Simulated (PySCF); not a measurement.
Below is a simulated gas-phase C 1s photoelectron spectrum of `C/C=C(/C)Cl`.

Every computed line was given a Gaussian of 0.8 eV full width at half maximum and an area set by the number of equivalent atoms; the highest printed point is 100. Computed with delta-SCF UKS SCAN, pcX-2 on the ionised atom, pcseg-1 elsewhere, spin-free X2C (PySCF).

binding energy (eV), intensity and a bar:
```
    289.2          0 
    289.3          0 
    289.4          1 
    289.5          2 #
    289.6          4 #
    289.7          7 ##
    289.8         13 ####
    289.9         20 ######
    290.0         29 #########
    290.1         40 ############
    290.2         51 ###############
    290.3         62 ##################
    290.4         71 #####################
    290.5         80 ########################
    290.6         87 ##########################
    290.7         93 ############################
    290.8         98 #############################
    290.9        100 ##############################
    291.0         99 ##############################
    291.1         96 #############################
    291.2         90 ###########################
    291.3         84 #########################
    291.4         77 #######################
    291.5         71 #####################
    291.6         66 ####################
    291.7         60 ##################
    291.8         52 ################
    291.9         44 #############
    292.0         34 ##########
    292.1         25 #######
    292.2         17 #####
    292.3         10 ###
    292.4          6 ##
    292.5          3 #
    292.6          1 
    292.7          1 
    292.8          0 
    292.9          0
```

Count the maxima, the lines and the sites behind this envelope.

The curve has 1 maximum (at 290.9 eV). Under it lie 4 lines from 4 inequivalent carbon sites. At this width some lines have no maximum of their own.

Decompose the envelope and assign each component. Numbering: `[CH3:1]/[CH:2]=[C:3](/[CH3:4])[Cl:5]`.

```
position (eV)  relative area  line  atoms          environment
       290.36              1  C 1s     C2     alkene CH carbon
       290.85              1  C 1s     C1       allylic carbon
       291.12              1  C 1s     C4       allylic carbon
       291.71              1  C 1s     C3  vinylic C–Cl carbon
```

What are the centre and the root-mean-square width of the whole band?

The area-weighted mean of the lines is 291.01 eV. Their own spread about it is 0.49 eV (rms) and each Gaussian has σ = 0.8/2.355 = 0.34 eV; the variances add, which gives 0.60 eV.

The listed C 1s values span 1.35 eV, from C2 (bonded to C (double bond), C and H) to C3 (bonded to Cl, C (double bond) and C). The widest gap between neighbouring values is 0.59 eV, between 291.12 and 291.71 eV.

No satellites, vibrations or lifetime broadening are included. Geometry: PBE0-D3(BJ)/def2-SVP; no solvent, vibrations or thermal averaging.

Time: 43 s wall. Hardware: Arm Neoverse V1, one thread (shared host).
